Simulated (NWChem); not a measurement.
Species: O, triplet

Computed with NWChem. Spin-unrestricted. The open p shell is one determinant without spherical averaging. No stability test was run on the SCF state.

For level LC-wPBE (HJS exchange hole, range parameter 0.4 per bohr)/def2-TZVP:

```
Property                                                     Result
-----------------------------------------------------------  ------
highest occupied level (eV)                                  -12.50
lowest empty minus highest occupied level, either spin (eV)   10.93
```

### Question
Estimate the same quantities for level B3LYP/def2-TZVP.

### Answer
| Item | Result |
|---|---|
| highest occupied level (eV) | -9.16 |
| lowest empty minus highest occupied level, either spin (eV) | 4.16 |
